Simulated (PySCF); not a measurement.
# LiO at other levels of theory

Starting from one script, swap the method and compare what comes out for LiO.

Method: each script names its method and basis; program: PySCF 2.14.0.

2 further runs of the same task are left out: 2 that didn't finish.

## Step 1: Starting geometry

LiO: 2 atoms, charge 0, spin multiplicity 2.

Bond lengths: Li1–O2 1.753 Å.

## Step 2: Base script

input.py reads:

```python
from pyscf import gto, scf

mol = gto.M(
    atom='Li 0 0 0; O 0 0 1.753',
    basis='6-311g**',
    charge=0,
    spin=1,
    verbose=4,
)
mf = scf.UHF(mol)
mf = mf.density_fit(auxbasis='def2-universal-jkfit')
mf.kernel()
mf.analyze()
print('orbital energies (hartree):', [e[max(0, n-3):n+3].round(4) for e, n in zip(mf.mo_energy, mol.nelec)])
```

Run with:

```
> OMP_NUM_THREADS=1 python input.py
```

## Step 3: Mn15 (UKS)

Edit 1 changes functional: none (Hartree–Fock) → mn15; SCF type: UHF → UKS.

Edit input.py of step 2 so:

```diff
@@ -1,2 +1,2 @@
-from pyscf import gto, scf
+from pyscf import gto, dft
 
@@ -9,3 +9,3 @@
 )
-mf = scf.UHF(mol)
+mf = dft.UKS(mol, xc='mn15')
 mf = mf.density_fit(auxbasis='def2-universal-jkfit')
```

## Step 4: CASCI (ROHF)

Edit 2 changes step after the SCF: analyze → casci; SCF type: UHF → ROHF; active space: none → 1 electrons in 2 orbitals.

input.py reads:

```python
from pyscf import gto, scf, mcscf

mol = gto.M(
    atom='Li 0 0 0; O 0 0 1.753',
    basis='6-311g**',
    charge=0,
    spin=1,
    verbose=4,
)
mf = scf.ROHF(mol)
mf = mf.density_fit(auxbasis='def2-universal-jkfit')
mf.kernel()
mc = mcscf.CASCI(mf, 2, 1)
mc.kernel()
mc.analyze()
mf.dip_moment()
print('orbital energies (hartree):', mf.mo_energy[..., max(0, mol.nelec[1]-3):mol.nelec[0]+3].round(4))
```

## Step 5: Lda,vwn (UKS)

Edit 3 changes functional: none (Hartree–Fock) → lda,vwn; SCF type: UHF → UKS.

Edit input.py of step 2 so:

```diff
@@ -1,2 +1,2 @@
-from pyscf import gto, scf
+from pyscf import gto, dft
 
@@ -9,3 +9,3 @@
 )
-mf = scf.UHF(mol)
+mf = dft.UKS(mol, xc='lda,vwn')
 mf = mf.density_fit(auxbasis='def2-universal-jkfit')
```

## Step 6: Tpss (UKS)

Edit 4 changes functional: none (Hartree–Fock) → tpss; SCF type: UHF → UKS.

Edit input.py of step 2 so:

```diff
@@ -1,2 +1,2 @@
-from pyscf import gto, scf
+from pyscf import gto, dft
 
@@ -9,3 +9,3 @@
 )
-mf = scf.UHF(mol)
+mf = dft.UKS(mol, xc='tpss')
 mf = mf.density_fit(auxbasis='def2-universal-jkfit')
```

**Question.** What will these runs give? Wanted: for each run, E(SCF); from base; gap, α spin; SCF dipole.

As calculated:

```csv
run,E(SCF) (hartree),from base (eV),cycles,"gap, α spin (eV)",SCF dipole (D)
base,-82.297167,0,10,10.44,6.89
mn15 (UKS),-82.633560,not comparable,10,6.76,6.46
CASCI (ROHF),-82.293738,+0.0933,11,n/a,6.91
"lda,vwn (UKS)",-82.009569,not comparable,13,3.15,6.02
tpss (UKS),-82.710623,not comparable,10,2.97,6.13
```

What this shows: The α-spin gap between the frontier levels is 3.0 eV with tpss (0 % exact exchange) and 6.8 eV with mn15 (44 %): exact exchange opens it. Total energies of different functionals can't be compared with each other; differences within one functional can.
